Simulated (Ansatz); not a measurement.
Mulliken charges of `[MgH][O][SiH3]` from ωB97M-V/def2-TZVPP in Ansatz (PBE0-D4/def2-TZVP geometry).

```csv
atom,x (Å),y (Å),z (Å),charge (e)
Mg1,-1.996,-0.731,-0.537,0.721
O2,-0.357,-0.143,-0.103,-0.636
Si3,1.114,0.387,0.286,0.314
H4,-3.537,-1.284,-0.944,-0.190
H5,1.836,0.919,-0.908,-0.070
H6,1.050,1.486,1.295,-0.070
H7,1.952,-0.703,0.866,-0.070
```

Task: By hand: the dipole of these point charges (1 e Å = 4.8032 D).

Result: Σ q r = (-0.529, -0.190, -0.140) e Å, of length 0.579 e Å = 2.78 D.

Task: How does the dipole of the full density compare? (Estimate.)

Result: Computed: (-0.280, -0.101, -0.074) e Å, 1.47 D; the point charges give 1.89 times that, at 0° from its direction.

Point charges leave out the atoms' own dipoles, such as those of lone pairs, and Mulliken's split depends on the basis, so the two needn't agree.
